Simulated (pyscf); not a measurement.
Optimised with ωB97X-D3(BJ)/def2-SVP in PySCF.

Estimate by transition-state theory the rate constant of H₃C–Zn–CH₃ (SMILES [CH3][Zn][CH3]) + NH₃ (SMILES N) -> CH₄ (SMILES C) + H₃C–Zn–NH₂ (SMILES [CH3][Zn][NH2]) (singlet surface; C–Zn, H–N broken, C–H, N–Zn formed) at 298 K, with ωB97M-D3(BJ)/def2-TZVP energies (ideal gas, 1 atm, RRHO with modes under 100 cm⁻¹ raised to 100, one conformer, R ln 2 for rigid chiral ones; no tunnelling).

The electronic barrier is 27.6 kcal/mol and the thermal terms add +6.2, so ΔG‡ = 33.8 kcal/mol. With k_BT/h = 6.21e+12 s⁻¹ and RT = 0.592 kcal/mol, and a volume of 4.06e-20 cm³ per molecule at 1 atm, k = 4.2e-32 cm³ molecule⁻¹ s⁻¹. Wigner's tunnelling factor for 1560i cm⁻¹ would be 3.36, likely too low at so high a frequency. A shift of 1 kcal/mol in the barrier changes k by a factor 5.4. On the reactant side the descent ends in an adduct with a N–Zn contact, 9.7 kcal/mol under the separated species and 36.4 kcal/mol under the saddle at ωB97X-D3(BJ)/def2-TZVP. What is counted as formed (N–Zn) is already present as a longer contact in the reactant adduct; forming that adduct is a step of its own. One saddle was located; it need not be the lowest between these sides. Elements up to Kr have no core potential and no relativistic terms here.
